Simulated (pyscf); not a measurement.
Thermochemistry of product channels of `[SnH2]` [singlet] + `[CH3]` [doublet] on the doublet surface, in kcal/mol, from ωB97M-D3(BJ)/def2-TZVP energies (ideal gas, 1 atm, RRHO with modes under 100 cm⁻¹ raised to 100, one conformer, R ln 2 for rigid chiral ones). Optimised with ωB97X-D3(BJ)/def2-SVP in PySCF.

| products | ΔE | ΔH(298 K) | ΔG(298 K) | ΔG(1200 K) |
|---|---|---|---|---|
| `[CH3][SnH2]` [doublet] | -44.0 | -40.0 | -30.7 | -3.0 |
| `[CH2][SnH3]` [doublet] | -13.4 | -12.8 | -3.8 | +21.3 |
| `[CH2]=[SnH]` [doublet] + `[H][H]` | +2.9 | +1.9 | +2.4 | +1.5 |
| `[CH3][SnH]` [singlet] + `[H]` [doublet] | +6.9 | +7.2 | +9.2 | +13.4 |

The channel to •H₂C–SnH₃ turns unfavourable between 298 and 1200 K (ΔG from -3.8 kcal/mol to +21.3 kcal/mol).

These are energies of the channels, which say nothing of barriers. Elements past Kr carry the def2 core potentials, without spin-orbit coupling.
